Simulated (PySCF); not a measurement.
HCF (singlet state).
Geometry (PBE0-D3(BJ)/def2-SVP, Å), atoms numbered from 1 in this order:
```
atom  x, y, z in Å
C1     0.2174   -0.4601    0.0000
F2     0.6867    0.7461    0.0000
H3    -0.9040   -0.2861    0.0000
```

Method used: core-valence-separated Tamm–Dancoff BHandHLYP/aug-pcX-1 (pcseg-1 on H) in PySCF, non-relativistic, gas phase, PBE0-D3(BJ)/def2-SVP geometry. BHandHLYP without relativity tends to put these K edges a few eV too low, so spacings mean more than positions.

The lowest roots of each edge with f over 0.003 (five at most, numbered afresh; weaker and dark ones are left out), with transition dipoles (au) in the frame of the coordinates:

| root | edge | E (eV) | f | μx | μy | μz |
| --- | --- | --- | --- | --- | --- | --- |
| 1 | C | 280.98 | 0.1040 | 0.0000 | 0.0000 | 0.1229 |
| 2 | C | 288.55 | 0.0457 | 0.0704 | 0.0388 | 0.0000 |
| 3 | C | 289.60 | 0.0205 | -0.0213 | 0.0495 | 0.0000 |
| 4 | C | 290.73 | 0.0116 | 0.0311 | -0.0258 | 0.0000 |
| 5 | C | 290.84 | 0.0072 | 0.0000 | 0.0000 | 0.0317 |
| 6 | F | 683.00 | 0.0238 | 0.0000 | 0.0000 | -0.0377 |
| 7 | F | 688.11 | 0.0037 | -0.0063 | -0.0135 | 0.0000 |
| 8 | F | 689.13 | 0.0177 | -0.0112 | -0.0304 | 0.0000 |
| 9 | F | 690.11 | 0.0106 | -0.0146 | -0.0204 | 0.0000 |
| 10 | F | 691.05 | 0.0133 | -0.0013 | -0.0279 | 0.0000 |

**Question.** What is the unit vector of the normal of the molecular plane, and which share of each root's |μ|² lies along it?

**Answer.** (0.00, 0.00, 1.00), up to sign.

```csv
root,core hole on,share along it,final orbital under reflection in the plane
1,C1,1.00,odd
2,C1,0.00,even
3,C1,0.00,even
4,C1,0.00,even
5,C1,1.00,odd
6,F2,1.00,odd
7,F2,0.00,even
8,F2,0.00,even
9,F2,0.00,even
10,F2,0.00,even
```

The 1s orbitals of atoms in the plane are even under the reflection, so light polarised along the normal reaches odd orbitals alone (the out-of-plane π set) and light polarised in the plane even ones.

**Question.** For fixed molecules, how does the intensity of root 1 change when the electric field is turned 20° away from the normal of the molecular plane?

**Answer.** Intensity goes as (E·μ)², and μ lies along that direction, so it falls to cos²20° = 0.88 of its maximum; it vanishes at 90°.

**Question.** Molecules are fixed in this frame and the field points along (1, 1, 0)/√2. What effective strengths 3 f cos²θ do the roots have (θ between field and μ)?

**Answer.** root 1 (C1): 0.000, root 2 (C1): 0.126, root 3 (C1): 0.008, root 4 (C1): 0.000, root 5 (C1): 0.000, root 6 (F2): 0.000, root 7 (F2): 0.010, root 8 (F2): 0.044, root 9 (F2): 0.031, root 10 (F2): 0.022. Root 2 is the strongest. Averaged over all orientations cos²θ is 1/3, which gives f back.

Time: 0.5 s of wall time. Hardware: one thread of an Arm Neoverse V2, on a shared host.
